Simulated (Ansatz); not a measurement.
Mulliken charges of CH₅BS (`CBS`) from B3LYP/def2-TZVPP in Ansatz (PBE0-D4/def2-TZVP geometry).

| atom | x (Å) | y (Å) | z (Å) | charge (e) |
| --- | --- | --- | --- | --- |
| C1 | -0.633 | 0.848 | -0.266 | -0.297 |
| B2 | 0.343 | -0.362 | -0.154 | 0.033 |
| S3 | 0.598 | -1.148 | 1.424 | -0.154 |
| H4 | -1.414 | 0.623 | -1.001 | 0.097 |
| H5 | -0.097 | 1.714 | -0.670 | 0.097 |
| H6 | -1.113 | 1.145 | 0.668 | 0.088 |
| H7 | 0.932 | -0.785 | -1.104 | 0.029 |
| H8 | 1.476 | -2.092 | 1.047 | 0.107 |

Problem. By hand: the dipole of these point charges (1 e Å = 4.8032 D).

Solution. Σ q r = (0.048, -0.006, -0.169) e Å, of length 0.176 e Å = 0.85 D.

Problem. How does the dipole of the full density compare? (Estimate.)

Solution. The calculation gave: (0.038, -0.015, -0.101) e Å, 0.52 D; the point charges give 1.63 times that, at 8° from its direction.

Point charges leave out the atoms' own dipoles, such as those of lone pairs, and Mulliken's split depends on the basis, so the two needn't agree.

B3LYP here is the variant with VWN-RPA as its local correlation; programs differ in this.
